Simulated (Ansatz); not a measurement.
`[NH]` (triplet): measurement beside calculation (Ansatz, PBE0-D4/def2-TZVP geometry).

Bond lengths: N1–H2 1.040 Å.

Measured: 3125.57291 ± 0.00016 cm⁻¹ (14NH X 3Sigma-, v=1 level (J=1, N=0, e) above v=0; fundamental, high-resolution infrared emission spectroscopy). Source: MARVEL analysis of the measured high-resolution spectra of $^{14}$NH, 2019 (arxiv:1907.03237).

Harmonic PBE0-D4 wavenumbers (cm⁻¹, unscaled): 3297. Fundamentals include anharmonicity and usually lie a few per cent under these; harmonic values from spectra compare directly.
